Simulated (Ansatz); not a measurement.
Geometry optimisation, RKS PBE/def2-SVP in Ansatz 0.2.0.

input.yaml

```yaml
crystal:
  periodic: [false, false, false]
  atoms:
    - { symbol: Al, position_ang: [0.028495, -0.410401, -0.476797] }
    - { symbol: F, position_ang: [-0.015916, -0.103494, 2.38508] }
    - { symbol: H, position_ang: [1.426994, 0.301591, -0.708401] }
    - { symbol: H, position_ang: [-1.408158, 0.097028, -0.958451] }
    - { symbol: O, position_ang: [0.139671, -2.01976, 0.244076] }
    - { symbol: H, position_ang: [-0.652106, -2.584313, 0.246777] }
    - { symbol: H, position_ang: [0.16102, -1.002452, 2.195316] }
basis:
  gaussian: { orbitals: def2-SVP }
hamiltonian:
  xc: pbe
relax:
  f_tol: 0.03
  max_steps: 50
```

Run as:

```bash
$ ansatz run input.yaml --threads 1 --pin off --max-ram 2048MiB --backend cpu --events-out ev --progress --plain --runs-dir out
```

Question: Where does it end, and by what steps?

Answer: The forces met the threshold. After 16 steps the energy has fallen by 1.261 eV; H7 moved furthest, 1.01 Å. Parted: F2–H7 (0.94 → 2.08 Å). Joined: Al1–F2 (2.88 → 1.72 Å), O5–H7 (2.20 → 0.99 Å).

| step | energy less start (eV) | largest force component (eV/Å) | accepted |
| --- | --- | --- | --- |
| 0 | 0.0000 | 0.588 | yes |
| 1 | -0.1898 | 0.617 | yes |
| 2 | -0.3257 | 0.639 | yes |
| 3 | -0.5159 | 1.037 | yes |
| 4 | -0.6115 | 1.131 | yes |
| 5 | -0.6835 | 2.223 | yes |
| 6 | -0.9528 | 2.196 | yes |
| 7 | -1.1491 | 0.834 | yes |
| 8 | -1.1440 | 0.719 | no |
| 9 | -1.2118 | 0.370 | yes |
| 10 | -1.2404 | 0.237 | yes |
| 11 | -1.2165 | 1.372 | no |
| 12 | -1.2514 | 0.110 | yes |
| 13 | -1.2577 | 0.250 | yes |
| 14 | -1.2592 | 0.159 | yes |
| 15 | -1.2604 | 0.076 | yes |
| 16 | -1.2609 | 0.022 | yes |

```xyz
7
Properties=species:S:1:pos:R:3
Al 0.059 -0.031 0.040
F -0.033 0.291 1.730
H 1.464 0.296 -0.642
H -1.348 -0.013 -0.733
O 0.141 -1.992 0.600
H -0.666 -2.494 0.371
H 0.063 -1.779 1.562
```

Whether the end is a true minimum wasn't checked by a vibrational analysis.

The run took 27 s on 1 thread of Arm Neoverse V2, on a shared host, peak memory 0.12 GiB.
